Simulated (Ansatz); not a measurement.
A made-up structure of BSiH₄O (charge +1), closed shell:

```xyz
7
angstrom
B -1.3433 0.3900 -0.4551
Si 0.4109 0.0530 0.4736
O 1.4343 -0.8377 -0.3349
H -2.2332 -0.3745 -0.2650
H -1.4330 1.3482 -1.1523
H 1.8719 -1.6679 -0.5800
H 2.3206 -1.1139 -0.0707
```

It is relaxed with PBE-D4/def2-SVP and then PBE0-D4/def2-TZVP (Ansatz 0.2.0). Atoms count as bonded within 1.22 times the sum of their covalent radii (H–H: 0.88 Å). The end point is not checked to be a true minimum.

Does its bonding change? (Judge from chemistry; the calculation decides.)

By the calculation: Yes. Formed: none; broken: H6–H7.

Where it ends: The first stage lowers the energy by 4.20 eV in 11 steps. It ends as BSiH₄O ([BH2][Si][OH2]), total charge +1:
B1  (-1.150, 0.269, -0.454)
Si2  (0.454, 0.343, 0.803)
O3  (1.451, -0.886, -0.206)
H4  (-2.043, -0.499, -0.249)
H5  (-1.256, 1.058, -1.345)
H6  (1.229, -1.357, -1.025)
H7  (2.343, -1.130, 0.090)
(Å)

Labels in which every atom is bracketed show which atoms are joined, not bond orders.

For scale, one of the runs: PBE0-D4/def2-TZVP relaxation, 123 basis functions, launched by `ansatz run in.yaml --threads 2 --pin off --events-out ev --progress --plain --max-ram 4352MiB`. The run took about 14 s on 2 CPU threads of an Arm Neoverse V2 (shared host).
